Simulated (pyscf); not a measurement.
PySCF, gas phase, ωB97X-D3(BJ)/def2-SVP geometries.

Question: For the elementary gas-phase step H₂N–B(NH₂)–Cl (SMILES NB(N)Cl) + NH₃ (SMILES N) -> H₂N–B(NH₂)–NH₂ (SMILES NB(N)N) + HCl (SMILES Cl) (singlet surface; B–Cl, H–N broken, B–N, Cl–H formed), what barrier and reaction energy does ωB97M-D3(BJ)/def2-TZVP give, measured from the separated reactants?

Answer: ΔE‡ = 0.35 eV, ΔE = +0.24 eV. Zero-point energy shifts the barrier by +0.11 eV. It is a four-centre exchange, with an imaginary mode of 250i cm⁻¹. On the reactant side the descent ends in an adduct with a B–N contact, 0.06 eV over the separated species and 0.33 eV under the saddle at ωB97X-D3(BJ)/def2-TZVP. On the product side the descent ends in a bound adduct, 0.37 eV under the separated species and 0.47 eV under the saddle at ωB97X-D3(BJ)/def2-TZVP. What is counted as formed (B–N) is already present as a longer contact in the reactant adduct; forming that adduct is a step of its own. One saddle was located; it need not be the lowest between these sides.
